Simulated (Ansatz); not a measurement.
## Worked example: correlation energy of C₄H₆, singlet

Geometry: MP2(full)/6-31G*, from the G2/97 set.

```xyz
10

C     0.0000    0.0000    2.0720
C     0.0000    0.0000    0.6100
C     0.0000    0.0000   -0.6100
C     0.0000    0.0000   -2.0720
H     0.0000    1.0207    2.4646
H    -0.8839   -0.5103    2.4646
H     0.8839   -0.5103    2.4646
H     0.0000    1.0207   -2.4646
H     0.8839   -0.5103   -2.4646
H    -0.8839   -0.5103   -2.4646
```

Basis cc-pVDZ; Ansatz 0.2.0. Only valence electrons are correlated (noble-gas cores frozen), which leaves 22 electrons in 82 orbitals. Prefix R: restricted or restricted open-shell reference.

Full CI isn't at hand for all of this; RCCSDT(Q) serves as the reference, and is uncertain by about the last step of the cluster series.

Runs differ by some tens of microhartree through their thresholds, so steps under 0.03 kcal/mol mean nothing.

```json
{"level": "RHF", "total energy (hartree)": "-154.919868"}
{"level": "RMP2", "total energy (hartree)": "-155.459876"}
{"level": "RCCSD", "total energy (hartree)": "-155.501018"}
{"level": "RCCSD(T)", "total energy (hartree)": "-155.521928"}
{"level": "RCCSDT", "total energy (hartree)": "-155.522628"}
{"level": "RCCSDT(Q)", "total energy (hartree)": "-155.524288"}
```

Question: What is the correlation energy at RCCSDT(Q), and what share of it do RMP2 and RCCSD(T) recover?

Answer: E(corr) = -155.524288 − (-154.919868) = -0.604420 hartree = -16.447 eV. RMP2: -0.540008 / -0.604420 = 89.34 %. RCCSD(T): -0.602060 / -0.604420 = 99.61 %.

Question: By how many kcal/mol does RCCSD(T) miss RCCSDT(Q) (1 hartree = 627.509 kcal/mol), and which steps make up the rest?

Answer: -155.521928 − (-155.524288) = 0.002360 hartree = 1.48 kcal/mol. Steps: RCCSDT − RCCSD(T) = -0.44, RCCSDT(Q) − RCCSDT = -1.04 kcal/mol. Differences between like states or geometries often cancel part of this.
